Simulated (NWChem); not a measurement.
The numbers come from NWChem runs, not from measurements. System: AlF₃, charge 0, spin multiplicity 1, at a geometry optimised with B3LYP/def2-SVP. The structure started from a generated list of species. Level: MP2/def2-QZVP, 8 core orbitals frozen.

Input file:

```
start mol
memory heap 200 mb stack 900 mb global 1100 mb
geometry units angstroms nocenter noautoz
  Al     0.000000     0.000000     0.000002
  F      0.000000     0.000000     1.645681
  F      1.425191     0.000000    -0.822842
  F     -1.425191     0.000000    -0.822842
  symmetry group C2v
end
basis spherical
  * library def2-qzvp
end
scf
  rhf
  nopen 0
  maxiter 100
  thresh 1e-7
  semidirect memsize 60000000 filesize 0
end
mp2
  freeze core 8
end
task mp2 energy
```

Part of the output:

```
             Northwest Computational Chemistry Package (NWChem) 7.3.0
             --------------------------------------------------------

                                NWChem Input Module
                                -------------------

 Scaling coordinates for geometry "geometry" by  1.889725989
 (inverse scale =  0.529177249)

 Turning off AUTOSYM since
 SYMMETRY directive was detected!

                             Geometry "geometry" -> ""
                             -------------------------

 Output coordinates in angstroms (scale by  1.889725989 to convert to a.u.)

  No.       Tag          Charge          X              Y              Z
 ---- ---------------- ---------- -------------- -------------- --------------
    1 Al                  13.0000     0.00000000     0.00000000     0.00000200
    2 F                    9.0000     0.00000000     0.00000000     1.64568100
    3 F                    9.0000     1.42519100     0.00000000    -0.82284200
    4 F                    9.0000    -1.42519100     0.00000000    -0.82284200

 Effective nuclear repulsion energy (a.u.)     157.9793473326

            Nuclear Dipole moment (a.u.)
            ----------------------------
        X                 Y               Z
 ---------------- ---------------- ----------------
     0.0000000000     0.0000000000    -0.0000018897

      Symmetry information
      --------------------

 Group name             C2v
 Group number             16
 Group order               4
 No. of unique centers     3

      Symmetry unique atoms

     1    2    3


 Summary of "ao basis" -> "" (spherical)
 ------------------------------------------------------------------------------
       Tag                 Description            Shells   Functions and Types
 ---------------- ------------------------------  ------  ---------------------
 *                         def2-qzvp                  on all atoms

 Summary of "ao basis" -> "ao basis" (spherical)
 ------------------------------------------------------------------------------
       Tag                 Description            Shells   Functions and Types
 ---------------- ------------------------------  ------  ---------------------
 Al                        def2-qzvp                22       70   9s6p4d2f1g
 F                         def2-qzvp                17       57   7s4p3d2f1g

                                 NWChem SCF Module
                                 -----------------

  ao basis        = "ao basis"
  functions       =   241
  atoms           =     4
  closed shells   =    20
  open shells     =     0
  charge          =   0.00
  wavefunction    = RHF
  use symmetry    = T
  symmetry adapt  = T

 Summary of "ao basis" -> "ao basis" (spherical)
 ------------------------------------------------------------------------------
       Tag                 Description            Shells   Functions and Types
 ---------------- ------------------------------  ------  ---------------------
 Al                        def2-qzvp                22       70   9s6p4d2f1g
 F                         def2-qzvp                17       57   7s4p3d2f1g

      Symmetry analysis of basis
      --------------------------

        a1         91
        a2         35
        b1         66
        b2         49

 Forming initial guess at       0.4s

      Superposition of Atomic Density Guess
      -------------------------------------

 Sum of atomic energies:        -540.14629964

      Non-variational initial energy
      ------------------------------

 Total energy =    -540.275530
 1-e energy   =   -1068.288138
 2-e energy   =     370.033261
 HOMO         =      -0.668734
 LUMO         =      -0.094744

      Symmetry analysis of molecular orbitals - initial
      -------------------------------------------------

  Numbering of irreducible representations:

     1 a1          2 a2          3 b1          4 b2

  Orbital symmetries:

     1 a1          2 a1          3 b1          4 a1          5 a1
     6 b1          7 a1          8 b2          9 a1         10 b1
    11 a1         12 a1         13 a1         14 b1         15 b2
    16 a1         17 b1         18 a2         19 b2         20 b1
    21 a1         22 b2         23 b1         24 a1         25 b2
    26 a1         27 a2         28 b2         29 a1         30 b1

 Starting SCF solution at      14.8s

 ----------------------------------------------
         Quadratically convergent ROHF

 Convergence threshold     :          1.000E-07
 Maximum no. of iterations :          100
 Final Fock-matrix accuracy:          1.000E-09
 ----------------------------------------------

              iter       energy          gnorm     gmax       time
             ----- ------------------- --------- --------- --------
                 1     -540.5459347290  1.46D+00  2.38D-01     20.5
                 2     -540.6344231646  2.99D-01  9.67D-02     31.8
                 3     -540.6396852652  1.98D-02  9.02D-03     46.3
                 4     -540.6397333487  1.43D-04  3.82D-05     71.0
                 5     -540.6397333503  1.89D-08  3.36D-09    110.2

       Final RHF  results
       ------------------

         Total SCF energy =   -540.639733350259
      One-electron energy =  -1071.412464078947
      Two-electron energy =    372.793383396048
 Nuclear repulsion energy =    157.979347332640

        Time for solution =     95.5s

       Symmetry analysis of molecular orbitals - final
       -----------------------------------------------

  Numbering of irreducible representations:

     1 a1          2 a2          3 b1          4 b2

  Orbital symmetries:

     1 a1          2 b1          3 a1          4 a1          5 a1
     6 b2          7 b1          8 a1          9 a1         10 b1
    11 a1         12 a1         13 b1         14 a1         15 b2
    16 a1         17 b1         18 a2         19 b2         20 b1
    21 a1         22 b2         23 b1         24 a1         25 b2
    26 a1         27 a2         28 b2         29 a1         30 b1

             Final eigenvalues
             -----------------

              1
    1  -58.5494
    2  -26.2834
    3  -26.2834
    4  -26.2834
    5   -4.9575
    6   -3.2768
    7   -3.2736
    8   -3.2736
    9   -1.5771
   10   -1.5653
   11   -1.5653
   12   -0.7332
   13   -0.6902
   14   -0.6902
   15   -0.6652
   16   -0.6575
   17   -0.6575
   18   -0.6482
   19   -0.6482
   20   -0.6337
   21    0.0335
   22    0.0562
   23    0.0881
   24    0.0881
   25    0.1727
   26    0.2019
   27    0.2265
   28    0.2265
   29    0.2502
   30    0.2735

                       ROHF Final Molecular Orbital Analysis
                       -------------------------------------

 Vector   18  Occ=2.000000D+00  E=-6.482310D-01  Symmetry=a2
              MO Center=  9.4D-09,  3.0D-17, -8.0D-01, r^2= 2.5D+00
   Bfn.  Coefficient  Atom+Function         Bfn.  Coefficient  Atom+Function
  ----- ------------  ---------------      ----- ------------  ---------------
   136      0.256502  3 F  py               193     -0.256502  4 F  py
   139      0.243393  3 F  py               196     -0.243393  4 F  py
   142      0.237725  3 F  py               199     -0.237725  4 F  py

 Vector   19  Occ=2.000000D+00  E=-6.482308D-01  Symmetry=b2
              MO Center= -9.4D-09,  2.7D-16,  8.0D-01, r^2= 2.5D+00
   Bfn.  Coefficient  Atom+Function         Bfn.  Coefficient  Atom+Function
  ----- ------------  ---------------      ----- ------------  ---------------
    79      0.296188  2 F  py                82      0.281050  2 F  py
    85      0.274506  2 F  py

 Vector   20  Occ=2.000000D+00  E=-6.336617D-01  Symmetry=b1
              MO Center=  3.2D-14,  6.1D-17,  7.5D-06, r^2= 3.1D+00
   Bfn.  Coefficient  Atom+Function         Bfn.  Coefficient  Atom+Function
  ----- ------------  ---------------      ----- ------------  ---------------
    78      0.215261  2 F  px                81      0.204837  2 F  px
    84      0.196750  2 F  px               137     -0.186420  3 F  pz
   194      0.186420  4 F  pz               140     -0.177392  3 F  pz
   197      0.177392  4 F  pz               143     -0.170388  3 F  pz
   200      0.170388  4 F  pz

 Vector   21  Occ=0.000000D+00  E= 3.353518D-02  Symmetry=a1
              MO Center= -1.0D-13,  1.7D-15,  1.4D-05, r^2= 6.0D+00
   Bfn.  Coefficient  Atom+Function         Bfn.  Coefficient  Atom+Function
  ----- ------------  ---------------      ----- ------------  ---------------
     8      1.705589  1 Al s                  9     -1.632661  1 Al s
     7     -0.584099  1 Al s                 77     -0.254351  2 F  s
   134     -0.254354  3 F  s                191     -0.254354  4 F  s
    42      0.234334  1 Al d  2              47      0.205487  1 Al d  2

 Vector   22  Occ=0.000000D+00  E= 5.620573D-02  Symmetry=b2
              MO Center=  7.4D-16, -2.2D-15,  5.9D-06, r^2= 1.0D+01
   Bfn.  Coefficient  Atom+Function         Bfn.  Coefficient  Atom+Function
  ----- ------------  ---------------      ----- ------------  ---------------
    26      1.099476  1 Al py                20      0.198842  1 Al py

 Vector   23  Occ=0.000000D+00  E= 8.810118D-02  Symmetry=b1
              MO Center= -1.2D-11, -5.9D-15,  2.5D-01, r^2= 1.4D+01
   Bfn.  Coefficient  Atom+Function         Bfn.  Coefficient  Atom+Function
  ----- ------------  ---------------      ----- ------------  ---------------
    25      1.673504  1 Al px                22     -1.272527  1 Al px
   134      0.658993  3 F  s                191     -0.658993  4 F  s
    41     -0.477240  1 Al d  1             144     -0.306786  3 F  px
   201     -0.306786  4 F  px                19     -0.277030  1 Al px
   133     -0.152282  3 F  s                190      0.152282  4 F  s

 center of mass
 --------------
 x =   0.00000000 y =   0.00000000 z =  -0.00000007

 moments of inertia (a.u.)
 ------------------
         275.611792608906           0.000000000000           0.000000000000
           0.000000000000         551.219168897687           0.000000000000
           0.000000000000           0.000000000000         275.607376288780

  Mulliken analysis of the total density
  --------------------------------------

    Atom       Charge   Shell Charges
 -----------   ------   -------------------------------------------------------
    1 Al  13    11.57   1.71  0.01  0.24  0.40  1.05  0.56  0.28  0.08 -0.00  5.42 -0.01  0.61  0.49  0.07  0.01  0.01  0.20  0.19  0.05  0.06  0.10  0.04
    2 F    9     9.48   1.16  0.01  0.64  0.17  0.52  1.02  0.41  1.53  1.86  1.68  0.47  0.00  0.00  0.01  0.00  0.00  0.00
    3 F    9     9.48   1.16  0.01  0.64  0.17  0.52  1.02  0.41  1.53  1.86  1.68  0.47  0.00  0.00  0.01  0.00  0.00  0.00
    4 F    9     9.48   1.16  0.01  0.64  0.17  0.52  1.02  0.41  1.53  1.86  1.68  0.47  0.00  0.00  0.01  0.00  0.00  0.00

       Multipole analysis of the density wrt the origin
       ------------------------------------------------

     L   x y z        total         open         nuclear
     -   - - -        -----         ----         -------
     0   0 0 0     -0.000000      0.000000     40.000000

     1   1 0 0     -0.000000      0.000000      0.000000
     1   0 1 0     -0.000000      0.000000      0.000000
     1   0 0 1      0.000008      0.000000     -0.000002

     2   2 0 0    -23.276733      0.000000    130.561857
     2   1 1 0      0.000000      0.000000      0.000000
     2   1 0 1      0.000000      0.000000      0.000000
     2   0 2 0    -15.113064      0.000000      0.000000
     2   0 1 1     -0.000000      0.000000      0.000000
     2   0 0 2    -23.276849      0.000000    130.563949

                   NWChem MP2 Semi-direct Energy/Gradient Module
                   ---------------------------------------------

  Basis functions       =    241
  Molecular orbitals    =    241
  Frozen core           =      8
  Frozen virtuals       =      0
  Active alpha occupied =     12
  Active beta occupied  =     12
  Active alpha virtual  =    221
  Active beta virtual   =    221
  Use MO symmetry       = T
  Use skeleton AO sym   = T

  AO/Fock/Back tols     =   1.0D-09  1.0D-09  1.0D-09

 GA uses MA = F    GA memory limited = T

 Available:
  local mem=  1.26D+08
 global mem=  1.44D+08
 local disk=  0.00D+00
  mp2_memr nvloc                   221
  nvloc new                   221
   1 passes of  12:        7340032                     337593                 232065351.
   1 passes of  12: M    126145204           G      144063038           F     118805172.
  mp2_memr nvloc                   221
  nvloc new                   221
   2 passes of   6:        7340032                     228039                 116082253.
   2 passes of   6: M    126145204           G      144063038           F     118805172.

 Semi-direct pass number   1 of   2  for RHF alpha+beta  at      111.2s
  vrange nnbf                 25726
  mp2_eaftype                   442  avail_ma_in_mb                  1099
 EAF : mp2_eaftype filesize         442   58041126.
  mp2_eaf for mointskh                    442
Node 0 wrote    272.9 Mb in      0.5 s     Agg I/O rate:   548.2 Mb/s
 Done moints_semi at      186.8s
  mp2_eaftype                   442  avail_ma_in_mb                   657
 EAF : mp2_eaftype filesize         442   58041126.
  mp2_eaf for kh                   442
 Done maket at      188.3s
 Semi-direct pass number   2 of   2  for RHF alpha+beta  at      188.3s
  vrange nnbf                 25726
  mp2_eaftype                   442  avail_ma_in_mb                   657
 EAF : mp2_eaftype filesize         442   58041126.
  mp2_eaf for mointskh                    442
Node 0 wrote    272.9 Mb in      0.5 s     Agg I/O rate:   586.7 Mb/s
 Done moints_semi at      268.7s
  mp2_eaftype                   442  avail_ma_in_mb                   657
 EAF : mp2_eaftype filesize         442   58041126.
  mp2_eaf for kh                   442
 Done maket at      270.1s
 Done multipass loop at      270.1s

          -------------------------------------------
          SCF energy                -540.639733350259
          Correlation energy          -0.906184651998
          Singlet pairs               -0.560271906859
          Triplet pairs               -0.345912745139
          Total MP2 energy          -541.545918002257
          -------------------------------------------

          ---------------------------------------------------
                    Spin Component Scaled (SCS) MP2
          Same spin pairs                     -0.230608496760
          Same spin scaling factor             0.333333333333
          Opposite spin pairs                 -0.675576155239
          Opposite spin scaling fact.          1.200000000000
          SCS-MP2 correlation energy          -0.887560885206
          Total SCS-MP2 energy              -541.527294235465
          ---------------------------------------------------

 -----------------------
 Performance information
 -----------------------

 Timer overhead =  1.38D-07 seconds/call

               Nr. of calls         CPU time (s)                 Wall time (s)                GFlops
             ---------------    -------------------     ------------------------------   -------------------
Name         Min   Avg   Max    Min     Avg     Max     Min     Avg     Max   Mx/calls   Min     Max     Sum
mp2: moin     2     2     2   1.56E+2 1.56E+2 1.56E+2  1.56E+2 1.56E+2 1.56E+2  78.      0.0     0.0     0.0
mp2: make     2     2     2    2.8     2.8     2.8      2.8     2.8     2.8     1.4      0.0     0.0     0.0
mp2: tota     1     1     1   1.60E+2 1.60E+2 1.60E+2  1.60E+2 1.60E+2 1.60E+2 1.60E+2   0.0     0.0     0.0

 The average no. of pstat calls per process was 5.00D+00
 with a timing overhead of 6.90D-07s

 Task  times  cpu:      270.1s     wall:      270.1s

 Total times  cpu:      270.1s     wall:      270.1s
```
